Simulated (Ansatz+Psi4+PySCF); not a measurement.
doublet N2(+): levels of theory in one basis

```xyz
2

N     0.0000    0.0000    0.6780
N     0.0000    0.0000   -0.6780
```

Basis set: cc-pVTZ (spherical functions). Frozen core: 2 orbitals. Correlation on ROHF uses semicanonical orbitals with singles. Charge 1, multiplicity 2.

Computed with Ansatz (development build ahead of 0.2.0); each method stands on the lowest determinant of its kind that the runs found.

```csv
method,E − E(ROHF) (eV),<S²> of the determinant
ROHF,0.00,0.75
UHF,-1.30,2.22
ROHF-MP2,-9.73,–
UHF-MP2,-7.56,2.22
ROHF-CCSD,-10.02,–
UHF-CCSD,-9.75,2.22
ROHF-CCSD(T),-10.65,–
UHF-CCSD(T),-10.48,2.22
ROHF-CCSDT,-10.65,–
UHF-CCSDT,-10.71,2.22
```

The restricted and unrestricted rows may stand on different electronic states: another unrestricted solution lies nearer the restricted one.

Caution: the determinant breaks the point group. Caution for ROHF, ROHF-MP2, ROHF-CCSD, ROHF-CCSD(T), ROHF-CCSDT: an unrestricted determinant lies well below. Caution for UHF, UHF-MP2, UHF-CCSD, UHF-CCSD(T), UHF-CCSDT: the unrestricted determinant is a mixture of spin states. Caution for ROHF-MP2, UHF-MP2, ROHF-CCSD, UHF-CCSD, ROHF-CCSD(T), UHF-CCSD(T), ROHF-CCSDT, UHF-CCSDT: large amplitudes, a single reference is doubtful. Caution for ROHF-MP2, UHF-MP2: MP2 on this radical cation hangs on the determinant chosen. Caution for ROHF-MP2, UHF-MP2, ROHF-CCSD(T), UHF-CCSD(T), ROHF-CCSDT: another reference gives a lower total.
